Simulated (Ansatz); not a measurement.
Bulk modulus B0 of some cubic elemental solids other than molecular ones

Method: r²SCAN50 (Ansatz, an electronic-structure program, PAW). References are measured values corrected to a static lattice.

Values in GPa.

```tsv
solid	reference	r²SCAN50	error (%)
bcc V	161	256	+59
diamond-structure Ge	77.3	88.3	+14.2
fcc Cu	144	119	-17.4
bcc W	312 (300–328)	350	+12.2
bcc Mo	265 (265–278)	325	+23
fcc Ir	365	450	+23
fcc Sr	12.5	12.5	0.0
bcc Cs	2.11 (2.11–2.35)	1.90	-10.0
bcc Na	7.9	7.31	-7.5
bcc Li	13.8 (13.1–13.9)	12.1	-12.3
```

Over these 10 solids the mean error is +8.4 %, the mean absolute error 17.8 % (median 13.3 %), and the worst case bcc V at +59 %; the value is too high in 5 of 10 cases.

All these references are brought to a static lattice.

Spin–orbit coupling is left out, also for the solids with elements from indium on (bcc W, fcc Ir, bcc Cs); its size isn't shown.

Exact exchange on metals is sensitive to the k mesh.

Brackets give the range of the sources taken for a reference, where it is wide; it can hold other temperatures.

Differences are worked out from the printed values.

Each level is taken at its own relaxed cell. Ansatz's density-functional and Hartree–Fock values are scalar-relativistic unless marked +SOC, with PAW data made under PBE.

Ansatz's runs of these crystals have no spin polarisation. Meta-GGAs and exact exchange favour moments, which can bear on bcc V.

Not in this set, of the elemental solids other than molecular ones with a reference value in our tables and a result at some level: 28 for no value at r²SCAN50 (not run, a failed fit, an unstable or unbound cell, or a value held back for tests); 6 for sources at odds; 4 for a reference at room or unstated temperature; 1 for a value of another source that differs by over 15 % in a way that heat doesn't explain. These can be a level's best or worst cases. Solids without a released value at any level aren't counted. Layered and molecular crystals are counted apart. The metals Ce to Yb are counted apart.

References as tabulated in Levämäki et al. (2014), arXiv:1402.3671; Mejia-Rodriguez and Trickey (2018), arXiv:1807.09216; doi:10.1021/acs.jctc.3c00612; Tanner et al. (2021), arXiv:2110.11888.
